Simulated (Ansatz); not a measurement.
# Boltzmann transport of ZrS at constant τ

Level of theory: DFT LDA, scalar-relativistic, plane waves, PAW (Ansatz 0.2.0). Settings: 420 eV plane-wave cutoff, Γ-centred 14×14×14 mesh, Fermi-Dirac smearing of 0.15 eV. No spin polarisation.

The cell, relaxed at this level:
```yaml
crystal:
  lattice:
    - [0.00000, 2.56823, 2.56823]
    - [2.56823, 0.00000, 2.56823]
    - [2.56823, 2.56823, 0.00000]
  atoms:
    - { symbol: Zr, position: [0.00000, 0.00000, 0.00000] }
    - { symbol: S, position: [0.50000, 0.50000, 0.50000] }
```

In a metal these results depend on the k mesh and the smearing. A semilocal functional can close a gap that the real compound has.

Constant relaxation time and rigid bands. The levels are interpolated over the whole zone and filled by a Fermi function at the stated temperature, with the chemical potential set by the electron count. Seebeck coefficients of a few μV/K are small differences and uncertain even in sign.

Task: Give the Drude plasma energies, the density of states at the chemical potential and σ/τ at 300 K.

Result:
```
Plasma energy xx, yy, zz                : 9.22, 9.22, 9.22 eV
Density of states (thermally broadened) : 1.24 states/eV/cell
Conductivity over τ, xx, yy, zz         : 17.4, 17.4, 17.4 ×10²⁰ (Ω·m·s)⁻¹
```

Task: And the Seebeck coefficient (μV/K)?

Result:
```json
{"T (K)": "300", "Sxx": "-1.7", "Syy": "-1.7", "Szz": "-1.7"}
{"T (K)": "600", "Sxx": "-3.0", "Syy": "-3.0", "Szz": "-3.0"}
{"T (K)": "900", "Sxx": "-4.7", "Syy": "-4.7", "Szz": "-4.7"}
```